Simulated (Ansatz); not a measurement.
Reaction (SMILES): [O]N=O → O=N[O-] (an electron is taken up)

Wanted: adiabatic electron affinity (0 K, with zero-point energies), in eV. Positive where the reaction releases energy. Terms: 6-311+G** with 5d; no spin-orbit coupling; UHF or UKS for open shells; 6-31G* and kin with 6d, 5d where marked; non-relativistic; LANL2DZ all-electron up to Ne; dispersion terms only where a functional's name holds one. Ab initio and DFT rows: single points at B3LYP-D3(BJ) geometries (Ansatz, a quantum-chemistry and plane-wave program), with unscaled harmonic terms from B3LYP/6-31G* at its own minima. Sets without +, aug- or the D of def2-TZVPD hold no diffuse functions, which anions need.

```tsv
level	program	adiabatic electron affinity (0 K, with zero-point energies) (eV)
B3LYP/STO-3G	Ansatz	-2.75
B3LYP/3-21G	Ansatz	0.80
B3LYP/LANL2DZ	Ansatz	2.16
B3LYP/6-31G	Ansatz	1.75
B3LYP/6-31G*	Ansatz	1.33
B3LYP/6-31+G*	Ansatz	2.36
B3LYP/def2-SVP	Ansatz	1.25
B3LYP/cc-pVDZ	Ansatz	1.11
B3LYP/6-311+G**	Ansatz	2.32
B3LYP/def2-TZVPD	Ansatz	2.21
```

No value to compare with is used here. The 9 habitual levels span -2.75 (B3LYP/STO-3G) to 2.36 eV (B3LYP/6-31+G*); B3LYP/def2-TZVPD gives 2.21.

The sets are all those run for this method; runs whose electronic state is in doubt are left out.
